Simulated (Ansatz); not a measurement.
# CH4 (triplet): from Hartree-Fock to the top rungs at distance H1–H2 along a hydrogen transfer = 0.820 Å, 6-31G

Aim: climb from Hartree-Fock through coupled cluster and multireference methods for CH4 (triplet) at one geometry and basis, and see what each rung misses.

The runs use Ansatz 0.2.0, Gaussian basis; 6-31G, core rule «outside noble gas», up to 1 orbitals frozen.

To be run: UHF; CCSD(T) on ROHF; CCSD(T) on UHF; BCCD(T) on ROHF; CISD; CCSDT(Q) on ROHF; CCSDT(Q) on UHF; CISDTQ; CCSDTQ on ROHF; CCSDTQ on UHF; CASSCF and MRCISD+Q, 4 electrons in 4 orbitals; CASSCF and NEVPT2, 4 electrons in 4 orbitals; CASSCF and MRCISD+Q, 8 electrons in 8 orbitals; CASSCF and MRCISD+Q(relaxed), 8 electrons in 8 orbitals; CASSCF and NEVPT2, 8 electrons in 8 orbitals; Full CI.

7 further runs of the same task are left out: 5 that didn't finish, 2 set aside as unsound or not needed.

## Step 1: What is computed

The geometry derives from fragments relaxed apart (PBE0/def2-TZVP) and kept rigid, so it is no stationary point. A hydrogen atom is moved between rigid fragments.

5 atoms, charge 0, spin multiplicity 3.

Atoms are counted from 1 here; the program's logs count them from 0.

Bond lengths: H1–H2 0.820 Å, C3–H4 1.079 Å, C3–H5 1.079 Å. Angles: H4–C3–H5 134.8°.

## Step 2: UHF

Contents of in.yaml:

```yaml
crystal:
  periodic: [false, false, false]
  atoms:
    - {symbol: H, position_ang: [-2.165298, 0.000000, 0.000000]}
    - {symbol: H, position_ang: [-1.345298, 0.000000, 0.000000]}
    - {symbol: C, position_ang: [0.192702, 0.000000, 0.000000]}
    - {symbol: H, position_ang: [0.607170, 0.000000, 0.996161]}
    - {symbol: H, position_ang: [0.607170, 0.000000, -0.996161]}
basis:
  gaussian: {orbitals: 6-31G}
magnetization: {spin_polarized: true, initial_magnetization: 2}
hamiltonian: {xc: hf}
output: {orbitals: {seedname: orbitals}}
```

Launch:

```sh
ansatz run in.yaml --threads 1 --pin off --events-out ev --progress --plain --max-ram 2393MiB
```

After this run come: CCSD(T) on ROHF; CCSD(T) on UHF; BCCD(T) on ROHF; CISD; CCSDT(Q) on ROHF; CCSDT(Q) on UHF; CISDTQ; CCSDTQ on ROHF; CCSDTQ on UHF; CASSCF and MRCISD+Q, 4 electrons in 4 orbitals; CASSCF and NEVPT2, 4 electrons in 4 orbitals; CASSCF and MRCISD+Q, 8 electrons in 8 orbitals; CASSCF and MRCISD+Q(relaxed), 8 electrons in 8 orbitals; CASSCF and NEVPT2, 8 electrons in 8 orbitals; Full CI.

**Question.** What will the summary of the whole plan be? Wanted: FCI below the RHF energy; RMP2 from FCI; UMP2 from FCI; RCCSD from FCI; RCCSD(T) from FCI; UCCSD(T) from FCI; RCCSDT(Q) from FCI; UCCSDT(Q) from FCI; NEVPT2 pair from FCI.

The runs gave:

```
                         quantity                                                                                                                                                                                  value
         FCI below the RHF energy                                                                                                                                                                             -2.9481 eV
                    RMP2 from FCI                                                                                                                                                                             +734.7 meV
                    UMP2 from FCI                                                                                                                                                                             +668.8 meV
                   RCCSD from FCI                                                                                                                                                                              +39.1 meV
                RCCSD(T) from FCI                                                                                                                                                                               +9.8 meV
                UCCSD(T) from FCI                                                                                                                                                                               +9.7 meV
               RCCSDT(Q) from FCI                                                                                                                                                                               +0.2 meV
               UCCSDT(Q) from FCI                                                                                                                                                                               -0.4 meV
             NEVPT2 pair from FCI                                                                                                                                                                             +541.9 meV
           MRCISD+Q pair from FCI                                                                                                                                                                               +6.3 meV
          NEVPT2 valence from FCI                                                                                                                                                                             +267.4 meV
levels within 1 kcal/mol (43 meV)  RCCSD, UCCSD, RCCSD(T), UCCSD(T), BCCD(T), RCCSDT, UCCSDT, CISDTQ, RCCSDT(Q), UCCSDT(Q), RCCSDTQ, UCCSDTQ, MRCISD+Q pair, MRCISD valence, MRCISD+Q valence, MRCISD+Q(relaxed) valence
                    T1 diagnostic                                                                                                                                                                                  0.030
   effectively unpaired electrons                                                                                                                                                                                   2.02
```

RCCSD(T) lands +9.8 meV from the yardstick (0.3 % of the correlation energy). One determinant dominates. Of the multireference levels listed MRCISD+Q(relaxed) valence comes nearest in total energy (-0.7 meV), which doesn't show that its space is the better one. These misses are within one basis, not against nature; the frozen cores of restricted and unrestricted runs differ, which can shift their rows.
